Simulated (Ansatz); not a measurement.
**One shape, several levels: CF2 (SMILES F[C]F)**

Aim: a comparison of 6 runs (HF/STO-3G, UHF/STO-3G, B2PLYP/STO-3G, MP2/STO-3G, UCCSD(T)/STO-3G, FCI/STO-3G) of CF2. 

The results are computed with Ansatz 0.2.0.

40 further runs of the same task are left out: 4 that didn't finish, 36 set aside as unsound or not needed.

## Step 1: Starting point

The species is CF2 (3 atoms), meant as a singlet with charge 0. SMILES: `F[C]F`. The C2–F1 distance was set to 1.650 Å, away from the relaxed value.

Bond lengths: C2–F3 1.320 Å. A long bond or contact: F1–C2 1.650 Å.

## Step 2: A single-point energy at HF/STO-3G (run 1)

molecule.yaml

```yaml
crystal:
  periodic: [false, false, false]
  atoms:
    - symbol: F
      position_ang: [0.414469, 1.359022, 0.378527]
    - symbol: C
      position_ang: [0.326820, -0.272180, 0.149730]
    - symbol: F
      position_ang: [-0.723760, -0.760620, -0.482500]
basis:
  gaussian: {orbitals: STO-3G}
hamiltonian: {xc: hf}
accuracy: high
```

The run is started by

```console
$ ansatz run molecule.yaml --threads 1 --pin off --max-ram 2610MiB --events-out events.jsonl --progress --plain --runs-dir runs
```

What it wrote:

```text
Warning: RAYON_NUM_THREADS=1 ignored (pool sized by the plan → 1); use --threads N
Functional definition: HF
  name "HF"
  exchange = exact_x
  correlation = 0
249 factors; integrals over basis functions are off by at most 4.1e-8 eV
mean field evaluation 1: about -6343.9295 eV, gradient 2.8e1 eV
mean field evaluation 2: about -6344.0393 eV, gradient 2.8e1 eV
mean field evaluation 4: about -6348.5508 eV, gradient 3.6e0 eV
mean field evaluation 8: about -6348.7383 eV, gradient 1.5e-1 eV
mean field -6348.73846410 eV, -233.3118352262 hartree, gradient 2.4e-8 eV, S^2 0.000000; 0 other end points of the search recorded, 0 dependent functions left out
reference -6348.73846410 eV, -233.3118352262 hartree; 12, 12 occupied and 3, 3 virtual orbitals, 249 factors
Total energy: -6348.73846410 eV, -233.3118352262 hartree
```

Wall time 0.08 s (1 thread of Arm Neoverse V1, shared host).

## Step 3: The energy at UHF/STO-3G (run 2)

input.yaml

```yaml
crystal:
  periodic: [false, false, false]
  atoms:
    - {symbol: F, position_ang: [0.414469, 1.359022, 0.378527]}
    - {symbol: C, position_ang: [0.326820, -0.272180, 0.149730]}
    - {symbol: F, position_ang: [-0.723760, -0.760620, -0.482500]}
basis:
  gaussian:
    orbitals: STO-3G
magnetization:
  spin_polarized: true
hamiltonian:
  xc: hf
accuracy: high
```

The run is started by

```console
$ ansatz run input.yaml --threads 1 --pin off --max-ram 2610MiB --events-out events.jsonl --progress --plain --runs-dir runs
```

What it wrote, shortened:

```text
Warning: RAYON_NUM_THREADS=1 ignored (pool sized by the plan → 1); use --threads N
[... 2 set-up lines as earlier in the session ...]
[...]
249 factors; integrals over basis functions are off by at most 4.1e-8 eV
[...]
mean field -6348.97130384 eV, -233.3203919289 hartree, gradient 3.0e-8 eV, S^2 0.579941; 6 other end points of the search recorded, 0 dependent functions left out
reference -6348.97130384 eV, -233.3203919289 hartree; 12, 12 occupied and 3, 3 virtual orbitals, 249 factors
Total energy: -6348.97130384 eV, -233.3203919289 hartree
```

Wall time 0.22 s (1 thread of Arm Neoverse V1, shared host).

Runs 3 to 5 aren't shown in full; the table further down has their settings and results.

## Step 4: A single-point energy at FCI/STO-3G (run 6)

Changes to input.yaml since step 3:

```diff
@@ -7,8 +7,4 @@
 basis:
-  gaussian:
-    orbitals: STO-3G
-magnetization:
-  spin_polarized: true
-hamiltonian:
-  xc: hf
+  gaussian: {orbitals: STO-3G}
+correlation: {method: fci, frozen_orbitals: {C: 1, F: 1}}
 accuracy: high
```

The run is started by

```console
$ ansatz run input.yaml --threads 1 --pin off --max-ram 2610MiB --events-out events.jsonl --progress --plain --runs-dir runs
```

What it wrote:

```text
Warning: RAYON_NUM_THREADS=1 ignored (pool sized by the plan → 1); use --threads N
[... 4 set-up lines as earlier in the session ...]
249 factors; integrals over basis functions are off by at most 4.1e-8 eV
mean field evaluation 1: about -6343.9295 eV, gradient 2.8e1 eV
mean field evaluation 2: about -6344.0393 eV, gradient 2.8e1 eV
mean field evaluation 4: about -6348.5508 eV, gradient 3.6e0 eV
mean field evaluation 8: about -6348.7383 eV, gradient 1.5e-1 eV
mean field -6348.73846410 eV, -233.3118352262 hartree, gradient 2.4e-8 eV, S^2 0.000000; 0 other end points of the search recorded, 0 dependent functions left out; unrestricted orbitals would lower it
mean field evaluation 16: about -6348.6811 eV, gradient 4.8e0 eV
3 core orbitals not correlated: weight in the atoms' cores, before any rotation towards them, 1.000 or more for the frozen orbitals, at most 0.000 for the correlated occupied ones
reference -6348.73846410 eV, -233.3118352262 hartree; 9, 9 occupied and 3, 3 virtual orbitals, 249 factors
state -6352.92532609 eV, -233.4656995664 hartree
Total energy: -6352.92532609 eV, -233.4656995664 hartree
```

It took 0.4 s on 1 thread of Arm Neoverse V1, shared host.

## Step 5: Overview of the runs

```
run            level  frozen core orbitals  energy (Eh)  wall time
  1        HF/STO-3G                     –  -233.311835     0.08 s
  2       UHF/STO-3G                     –  -233.320392     0.22 s
  3    B2PLYP/STO-3G                     3  -234.006104     0.87 s
  4       MP2/STO-3G                     3  -233.418713     0.08 s
  5  UCCSD(T)/STO-3G                     3  -233.460455     0.46 s
  6       FCI/STO-3G                     3  -233.465700      0.4 s
```

## Step 6: What came out

| quantity | value |
| --- | --- |
| run 6: total energy | -233.46570 Eh |
| run 6: correlation energy (3 core orbitals frozen) | -153.9 mEh |

**Reading.** Against full CI in this basis: HF +153.9 mEh; UHF +145.3 mEh; MP2 +47.0 mEh; UCCSD(T) +5.2 mEh. In runs 3, 4 the log says that unrestricted orbitals would lower the reference, so the values rest on an unstable closed-shell determinant (other closed-shell runs at this shape may share the fault). In runs 1, 2, 3, 4, 5, 6 the basis is minimal, so the values are rough. Spin contamination of the reference: run 2 ⟨S²⟩ = 0.58, run 5 ⟨S²⟩ = 0.58. All runs together took 2.1 s, the longest 0.87 s.
